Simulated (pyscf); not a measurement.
Optimised with ωB97X-D3(BJ)/def2-SVP in PySCF.

Task: Estimate by transition-state theory the rate constant of `[OH][Sn]([F])([Cl])[Cl]` + `[ClH]` -> `[OH][Sn]([Cl])([Cl])[Cl]` + `[FH]` (singlet surface; F–Sn, Cl–H broken, Cl–Sn, F–H formed) at 600 K, with ωB97M-D3(BJ)/def2-TZVP energies (ideal gas, 1 atm, RRHO with modes under 100 cm⁻¹ raised to 100, one conformer, R ln 2 for chiral ones without a mode under 150 cm⁻¹; no tunnelling).

Result: The electronic barrier is 8.0 kcal/mol and the thermal terms add +22.4, so ΔG‡ = 30.4 kcal/mol. With k_BT/h = 1.25e+13 s⁻¹ and RT = 1.192 kcal/mol, and a volume of 8.18e-20 cm³ per molecule at 1 atm, k = 8.7e-18 cm³ molecule⁻¹ s⁻¹. Wigner's tunnelling factor for 463i cm⁻¹ would be 1.05. A shift of 1 kcal/mol in the barrier changes k by a factor 2.3. On the reactant side the descent ends in a complex, 4.4 kcal/mol under the separated species and 9.4 kcal/mol under the saddle at ωB97X-D3(BJ)/def2-TZVP. On the product side the descent ends in a complex, 6.7 kcal/mol under the separated species and 21.6 kcal/mol under the saddle at ωB97X-D3(BJ)/def2-TZVP. At ωB97X-D3(BJ) the barrier from the zero used here is 5.0 kcal/mol. This is the saddle that the search found; another between the same sides may lie lower. Elements past Kr carry the def2 core potentials, without spin-orbit coupling.
